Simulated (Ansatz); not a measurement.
# A ladder of methods for CH4Si (SMILES C[SiH])

CH4Si has 6 atoms, charge 0, and is taken as a singlet. SMILES: `C[SiH]`. Geometry: relaxed at PBE0-D4/def2-TZVP.

```xyz
6

C    -0.0935   -0.3660   -0.3703
Si    0.9173    0.2098    1.1223
H    -1.1569   -0.4101   -0.1022
H     0.2150   -1.3356   -0.7630
H    -0.0240    0.3820   -1.1708
H     0.1422    1.5200    1.2840
```

Quantity: the energy change with the C1–H5 bond stretched from 1.098 to 1.647 Å, in eV. The values are calculated.

```
                      level                    kind  program  value (eV)  less FCI/STO-3G  CPU time (all runs)
  SVWN5/STO-3G (restricted)                     LDA   Ansatz        2.54            +0.14                1.2 s
  B3LYP/STO-3G (restricted)           global hybrid   Ansatz        2.59            +0.19                1.8 s
  BHLYP/STO-3G (restricted)           global hybrid   Ansatz        2.95            +0.55                1.8 s
   PBE0/STO-3G (restricted)           global hybrid   Ansatz        2.74            +0.34                1.7 s
  wB97X/STO-3G (restricted)  range-separated hybrid   Ansatz        2.82            +0.42                7.9 s
RPA@PBE/STO-3G (restricted)                     RPA   Ansatz        2.39            -0.01                2.6 s
CCSD(T)/STO-3G (restricted)   coupled cluster or CI   Ansatz        2.41            +0.01               0.23 s
   CCSD/STO-3G (restricted)   coupled cluster or CI   Ansatz        2.42            +0.02               0.23 s
                 FCI/STO-3G      exact in the basis   Ansatz        2.40             0.00                7.1 s
```

FCI/STO-3G is exact within its basis and frozen core, so for wave-function methods in that basis the difference is their error; functionals converge differently with the basis, so for them it is only a difference. The first shape isn't each level's own minimum. The values span 2.39 to 2.95 eV. All rows use very small basis sets, so none should be taken for the real molecule's value. In so small a basis fixed costs decide the times, and correlated methods can beat functionals. CPU times are rough (shared hosts, several kinds of processor and program).
